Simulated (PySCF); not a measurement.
Species: 2-methyl-3-butyn-2-ol, C5H8O.
Bonds: C1–C2 (triple), C2–C3, C3–C4, C3–C5, C3–O6. Hydrogens: H7 on C1; H8, H9, H10 on C4; H11, H12, H13 on C5; H14 on O6.

Structure optimised with GFN2-xTB, isolated species.

What internal coordinates does the optimisation give?

| bond | length (Å) |
| --- | --- |
| C1≡C2 | 1.197 |
| C2–C3 | 1.464 |
| C3–C4, C3–C5 | 1.534 |
| C3–O6 | 1.422 |
| C1–H7 | 1.049 |
| C4–H8 and 5 like bonds | 1.087 |
| O6–H14 | 0.963 |

Bonds in one row agree within 0.01 Å and their mean is given. A selection of angles:
| angle | degrees |
| --- | --- |
| C2–C1–H7 | 178.1 |
| C1–C2–C3 | 176.7 |
| C2–C3–C4 | 108.8 |
| C2–C3–O6 | 110.3 |
| C4–C3–C5 | 110.9 |
| C4–C3–O6 | 110.6 |
| C5–C3–O6 | 106.7 |
| C3–C4–H8 | 110.5 |
| H8–C4–H9 | 108.5 |
| C3–O6–H14 | 108.9 |

Torsions: H14–O6–C3–C2 57° (synclinal). The mirror-image conformer, all signs reversed, is as good.

The C–C distances run from 1.197 Å (C1≡C2, drawn triple) to 1.537 Å (C3–C4, drawn single), a spread of 0.340 Å. O6 (alcohol oxygen) is bent (angle 108.9°). Of the pairs four or more bonds apart, H8···H14 is among the closest relative to their van der Waals radii: 2.51 Å, 105 % of the sum of Bondi's values.

Stationary, but not proved a minimum. The numbers are those of one conformer (C2–C3–O6–H 57°).

The numbers are calculated, not measured.
